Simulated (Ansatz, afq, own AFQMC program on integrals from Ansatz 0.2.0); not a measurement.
# AlH2⁺, triplet: AFQMC among the cluster methods

```xyz
3

Al    0.0000   -0.0197   -0.1343
H     0.0000    1.4475    2.2610
H     0.0000   -0.9193    1.3343
```

Basis cc-pVDZ. Noble-gas cores (and the filled d shells of Ga–Kr and In–Xe) are frozen. AFQMC by an in-house program on the Cholesky factors that Ansatz 0.2.0 writes for its CCSD(T) run. ph-AFQMC/CISD is guided by a CISD state made of CCSD amplitudes; releasing the constraint for a short imaginary time cuts its bias at the price of noise, slowly where states lie close. Error bars are statistical, one sigma.

Determinant: UHF, the one that the program's search chose, which needn't be the lowest solution. The geometry is a point of a scan.

Full CI on the same integrals is exact in this basis and with this determinant's frozen core.

Cautions: lower spins were not checked.

The T1 diagnostic is 0.0233, the weight of the determinant in the CISD state is 0.949 and the ⟨S²⟩ of the determinant is 2.045. The size of the correlated space is 4 electrons in 23 orbitals.

Reference: full CI, correlation energy -1.184 eV. The released energy is read at 2.40 1/Eh (meV from the phaseless value at times in 1/Eh: -0.3 ± 0.6 at 0.24, -0.6 ± 0.5 at 0.51, -0.7 ± 0.5 at 0.99, -0.7 ± 0.4 at 1.62, -1.3 ± 0.3 at 2.40).

```tsv
level	E − E(reference) (kJ/mol)	share of correlation (%)
HF	114.2	0.00
MP2	40.4	64.66
CCSD	2.1	98.18
CCSD(T)	0.7	99.37
CCSDT	0.0	100.00
CCSDT(Q)	0.0	100.00
ph-AFQMC/CISD	0.1 ± 0.06	99.88
released AFQMC	0.0 ± 0.03	99.99
```

CCSDT and higher add their correlation energy to the determinant of the CCSD(T) run, since their own runs factorise the integrals more tightly (a shift of under 2 meV). A walk keeps the symmetry of its determinant, which the program's search chose and which needn't be the lowest solution, so a lower state of the same spin and another symmetry isn't excluded. Released energies are given only where the last usable release times agree within the noise; a slower fall can still hide under it.
